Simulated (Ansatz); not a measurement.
# LO phonon frequency at L of rock-salt BaO at several levels of theory

No measured value is used here.

```json
[
 {"level (code)": "LDA (Ansatz)", "value (cm⁻¹)": "390", "cell (Å³/atom)": "20.06"},
 {"level (code)": "PBE (Ansatz)", "value (cm⁻¹)": "368", "cell (Å³/atom)": "21.65"},
 {"level (code)": "B3LYP (VWN-RPA form) (Ansatz)", "value (cm⁻¹)": "383", "cell (Å³/atom)": "21.95"},
 {"level (code)": "HSE06 (Ansatz)", "value (cm⁻¹)": "390", "cell (Å³/atom)": "21.16"},
 {"level (code)": "Hartree–Fock (Ansatz)", "value (cm⁻¹)": "414", "cell (Å³/atom)": "22.38"}
]
```

Each level is taken at its own relaxed cell. Ansatz's density-functional and Hartree–Fock values are scalar-relativistic unless marked +SOC, with PAW data made under PBE.

Ansatz is a quantum-chemistry and plane-wave program.
